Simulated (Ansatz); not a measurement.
A structure drawn as `COC1(F)CO1`, with this starting geometry:

Cartesian coordinates in Å:
```
C -1.7250 -0.2592 -0.1287
O -0.4789 -0.5292 -0.6151
C 0.5006 -0.0652 0.2739
F 0.5775 -0.5547 1.6146
C 1.8645 0.2990 -0.2972
O 0.9259 1.3140 0.1704
H -2.4857 -0.5877 -0.8687
H -1.9510 -0.7165 0.8225
H -1.9348 0.8350 0.0180
H 1.9884 0.1677 -1.3266
H 2.7184 0.0968 0.3368
```

Charge 0, multiplicity 1.

Q: Does it keep its bonds when Ansatz relaxes it at PBE-D4/def2-SVP and then PBE0-D4/def2-TZVP?

A: Yes, every drawn bond is still there and no new one forms.

Q: Give the relaxed structure. (Best estimate.)

A: Computed: 
Z-matrix (Å, degrees):
```
C
O 1 1.424
H 1 1.092 2 110.9
H 1 1.093 2 110.5 3 122.2
H 1 1.088 2 106.2 3 -119.0
C 2 1.344 1 113.8 3 -64.5
C 6 1.442 2 122.0 1 -141.6
F 6 1.356 2 111.9 1 67.6
O 6 1.375 2 119.4 1 -68.0
H 7 1.085 6 119.4 2 7.1
H 7 1.085 6 119.1 2 -149.6
```
No frequency check was run.

Atoms count as bonded under 1.1 times the sum of their covalent radii (H–H under 0.85 Å, pairs among N, O and F under 1.55 Å), and a drawn bond as lost past 1.3 times.
